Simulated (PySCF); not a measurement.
C2H3, SMILES C=[CH] (connectivity only; charge and spin as stated), charge +1, multiplicity 1.

Geometry optimised at B3LYP-D3(BJ)/def2-TZVP. The spin state was assumed, not searched. The isomer is the one that the SMILES or the coordinates give; other isomers of the formula were not compared.

The numbers are results of SMD-M06-2X/def2-SVP (PySCF), not measurements.

Solvation free energies are E(SMD) − E(gas) at the gas-phase geometry, for 1 M in both phases.

**Question.** Estimate the solvation free energies in water, dimethylsulfoxide, methanol. (Estimate from the structure and the level; the computed values follow.)

**Answer.** 
```csv
solvent,ΔG(solv) (kcal/mol),its non-electrostatic (CDS) part
water,-74.1,3.7
dimethylsulfoxide,-74.6,2.5
methanol,-74.3,2.0
```
